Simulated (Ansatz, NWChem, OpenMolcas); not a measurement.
# A ladder of methods for BH3O2 (SMILES OBO)

BH3O2: 6 atoms, total charge 0, spin state singlet. SMILES: `OBO`. The shape is that of a PBE0-D4/def2-TZVP optimisation. This is one conformer, not always the lowest.

Each level gives the vertical ionisation energy (to the doublet cation) (eV). The values are calculated.

| level | kind | program | value (eV) | CPU time (all runs) |
| --- | --- | --- | --- | --- |
| SVWN5/def2-TZVP | LDA | Ansatz | 11.56 | 4.9 s |
| PBE/def2-TZVP | GGA | OpenMolcas | 11.41 | 2.1 min |
| r2SCAN/def2-TZVP | meta-GGA | OpenMolcas | 11.58 | 3.1 min |
| M06-2X/def2-TZVP | hybrid meta-GGA | NWChem | 12.23 | 56 s |
| wB97M-V/def2-TZVP | range-separated hybrid | Ansatz | 12.04 | 72 s |
| B2PLYP/def2-TZVP | double hybrid | Ansatz | 12.13 | 15 s |
| MP2/def2-TZVP | perturbation theory | Ansatz | 12.84 | 10 s |
| CCSD/def2-TZVP | coupled cluster or CI | Ansatz | 12.28 | 61 s |

The values span 11.41 to 12.84 eV. CPU times are rough (shared hosts, several kinds of processor): they show what a rung costs within a factor of a few.
